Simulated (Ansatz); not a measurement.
Ansatz (an electronic-structure program) input (CCSD(T)/cc-pV(Q+d)Z): A basis named .json is the Basis Set Exchange file of that set (core-valence sets with the plain set on hydrogen).

Ansatz 0.2 input:
```yaml
crystal:
  periodic: [false, false, false]
  atoms:
    - {symbol: Cl, position_ang: [-0.00000000, -0.00000000, -0.07122178]}
    - {symbol: H, position_ang: [0.00000000, 0.00000000, 1.21077034]}
basis:
  gaussian:
    orbitals: cc-pV_Q+d_Z.json
magnetization: {spin_polarized: false}
correlation: {method: ccsd_t, frozen_orbitals: {Cl: 1, H: 0}}
```

Output:

```
Functional definition: HF
integrals: 0.09 GiB planned
561 factors; integrals over basis functions are off by at most 1.1e-3 eV
mean field: 0.15 GiB planned
mean field evaluation 1: about -12519.8724 eV, gradient 1.0e1 eV
mean field evaluation 2: about -12519.8725 eV, gradient 1.0e1 eV
mean field evaluation 4: about -12520.2690 eV, gradient 1.2e0 eV
mean field evaluation 8: about -12520.2777 eV, gradient 1.8e-5 eV
mean field evaluation 16: about -12520.2768 eV, gradient 3.6e-1 eV
mean field -12520.27771670 eV, -460.1117195396 hartree, gradient 2.5e-6 eV, S^2 0.000000; 0 other end points of the search recorded, 0 dependent functions left out
1 core orbitals not correlated
reference -12520.27771670 eV, -460.1117195396 hartree; 8, 8 occupied and 85, 85 virtual orbitals, 561 factors
second order -9.73866626 eV of doubles, -0.00000000 eV of singles
coupled cluster: 0.22 GiB planned
cycle   1  -10.02989741 eV  change   -2.9e-1 eV  update   3.9e-2
cycle   2  -10.18628247 eV  change   -1.6e-1 eV  update   1.1e-2
cycle   3  -10.19243268 eV  change   -6.2e-3 eV  update   3.1e-3
cycle   4  -10.19091582 eV  change    1.5e-3 eV  update   7.5e-4
cycle   5  -10.19094718 eV  change   -3.1e-5 eV  update   1.6e-4
cycle   6  -10.19094610 eV  change    1.1e-6 eV  update   4.8e-5
cycle   7  -10.19091874 eV  change    2.7e-5 eV  update   1.2e-5
cycle   8  -10.19092174 eV  change   -3.0e-6 eV  update   3.5e-6
perturbative correction -0.30581970 eV, -0.0112386667 hartree
Total energy: -12530.77445814 eV, -460.4974676726 hartree
```
